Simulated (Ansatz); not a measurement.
What each rung costs, and what it gives

The pair of HF (SMILES F, atoms 1–2) and CH4S (SMILES CS, atoms 3–8), both closed shells, in one local arrangement (a lower one may exist), relaxed at PBE0-D4/def2-TZVP:

F1  (0.307, 0.105, -2.532)
H2  (0.648, -0.206, -1.710)
C3  (-0.352, 0.460, 0.823)
S4  (0.964, -0.688, 0.354)
H5  (-1.152, 0.459, 0.085)
H6  (0.105, 1.449, 0.846)
H7  (-0.737, 0.225, 1.814)
H8  (0.218, -1.804, 0.321)
(Å)

Interaction energies are counterpoise-corrected; the time is that of the whole pair.

Ansatz 0.2.0; basis: as named in each row; cores frozen in the correlated methods. B3LYP uses VWN-RPA correlation. Extrapolation: Hartree–Fock as exp(−7.88 √X), correlation as X^−2.97.

Times are rough, for one single point on 4 threads of a shared host (Arm Neoverse V2).

The estimate by CCSD(T) at an estimated basis limit (MP2 extrapolated from triple and quadruple zeta, plus CCSD(T) − MP2 in triple zeta) is -28.4 kJ/mol.

```json
{"method": "HF", "basis": "STO-3G", "time (s)": "under 1", "interaction energy (kJ/mol)": "10.3", "method less estimate": "38.7"}
{"method": "PBE-D4", "basis": "STO-3G", "time (s)": "under 1", "interaction energy (kJ/mol)": "-11.8", "method less estimate": "16.5"}
{"method": "SPW92", "basis": "def2-SVP", "time (s)": "under 1", "interaction energy (kJ/mol)": "-43.7", "method less estimate": "-15.4"}
{"method": "PBE-D4", "basis": "def2-SVP", "time (s)": "under 1", "interaction energy (kJ/mol)": "-31.6", "method less estimate": "-3.2"}
{"method": "B3LYP-D4", "basis": "6-31G", "time (s)": "under 1", "interaction energy (kJ/mol)": "-25.3", "method less estimate": "3.0"}
{"method": "PBE0-D4", "basis": "def2-SVP", "time (s)": "under 1", "interaction energy (kJ/mol)": "-30.5", "method less estimate": "-2.2"}
{"method": "CCSD(T)", "basis": "def2-SVP", "time (s)": "under 1", "interaction energy (kJ/mol)": "-16.6", "method less estimate": "11.8"}
{"method": "PBE-D4", "basis": "def2-TZVPPD", "time (s)": "1", "interaction energy (kJ/mol)": "-36.1", "method less estimate": "-7.8"}
{"method": "revPBE-D4", "basis": "def2-TZVPPD", "time (s)": "1", "interaction energy (kJ/mol)": "-31.9", "method less estimate": "-3.6"}
{"method": "BLYP-D4", "basis": "def2-TZVPPD", "time (s)": "1", "interaction energy (kJ/mol)": "-32.1", "method less estimate": "-3.7"}
{"method": "wB97M-V", "basis": "def2-SVP", "time (s)": "1", "interaction energy (kJ/mol)": "-26.0", "method less estimate": "2.3"}
{"method": "PBE0-D4", "basis": "def2-TZVPPD", "time (s)": "1", "interaction energy (kJ/mol)": "-34.2", "method less estimate": "-5.8"}
{"method": "HSE06-D4", "basis": "def2-TZVPPD", "time (s)": "1", "interaction energy (kJ/mol)": "-34.2", "method less estimate": "-5.8"}
{"method": "B3LYP-D4", "basis": "def2-TZVPPD", "time (s)": "2", "interaction energy (kJ/mol)": "-32.1", "method less estimate": "-3.8"}
{"method": "r2SCAN-D4", "basis": "def2-TZVPPD", "time (s)": "2", "interaction energy (kJ/mol)": "-34.8", "method less estimate": "-6.5"}
{"method": "B2PLYP", "basis": "def2-TZVPPD", "time (s)": "2", "interaction energy (kJ/mol)": "-27.8", "method less estimate": "0.5"}
{"method": "wB97X-V", "basis": "def2-TZVPPD", "time (s)": "4", "interaction energy (kJ/mol)": "-30.9", "method less estimate": "-2.6"}
{"method": "B97M-V", "basis": "def2-TZVPPD", "time (s)": "4", "interaction energy (kJ/mol)": "-30.2", "method less estimate": "-1.9"}
{"method": "wB97M-V", "basis": "def2-TZVPPD", "time (s)": "4", "interaction energy (kJ/mol)": "-29.9", "method less estimate": "-1.5"}
{"method": "MP2", "basis": "def2-QZVPPD", "time (s)": "8", "interaction energy (kJ/mol)": "-28.3", "method less estimate": "0.0"}
{"method": "CCSD(T)", "basis": "def2-TZVPPD", "time (s)": "32", "interaction energy (kJ/mol)": "-26.0", "method less estimate": "2.4"}
```

T1 diagnostic: at most 0.011.
